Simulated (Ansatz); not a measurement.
# AlBH (quartet): from Hartree-Fock to the top rungs, def2-TZVPP

An exercise on one series of results from a longer session: the logs are not shown, and one member is left open.

Computed with Ansatz 0.2.0, Gaussian basis. Level: def2-TZVPP, core rule «outside noble gas», up to 6 orbitals frozen.

Plan: UHF; ROHF; CCSD(T) on UHF.

**The system**

The geometry is a PBE0/def2-TZVP stationary point (not a proven minimum).

3 atoms, charge 0, spin multiplicity 4.

Atoms are counted from 1 here; the program's logs count them from 0.

Bond lengths: B1–Al2 1.941 Å, B1–H3 1.185 Å. Angles: Al2–B1–H3 180.0°.

Coordinates:

```xyz
3
AlBH
B     0.00000    0.00000    0.25190
Al    0.00000    0.00000   -1.68890
H     0.00000    0.00000    1.43700
```

Set-up of the first run:

in.yaml reads:

```yaml
crystal:
  periodic: [false, false, false]
  atoms:
    - {symbol: B, position_ang: [0.000000, 0.000000, 0.251900]}
    - {symbol: Al, position_ang: [0.000000, 0.000000, -1.688900]}
    - {symbol: H, position_ang: [0.000000, 0.000000, 1.437000]}
basis:
  gaussian: {orbitals: def2-TZVPP}
magnetization: {spin_polarized: true, initial_magnetization: 3}
hamiltonian: {xc: hf}
output: {orbitals: {seedname: orbitals}}
```

Command:

```
$ ansatz run in.yaml --threads 1 --pin off --events-out ev --progress --plain --max-ram 3968MiB --backend cpu
```

Steps of the session up to this table: UHF; ROHF; CCSD(T) on UHF.

One of the session's tables, all rows but one given; the rest of the session is left out.

| method | from UCCSD(T) (meV) |
| --- | --- |
| ROHF | +4238.7 |
| UHF | ? |
| UMP2 | +826.2 |
| UCCSD | +210.4 |
| UCCSD(T) | 0 |

**Question.** Estimate the row for UHF.

**Answer.** from UCCSD(T) (meV): +4165.1. In the column «from UCCSD(T) (meV)» it lies between UMP2 (+826.2) and ROHF (+4238.7).

With the free atoms at the same levels and basis (separate runs), the atomisation energy is 5.538 eV at UCCSD(T), 4.710 eV at ROHF.
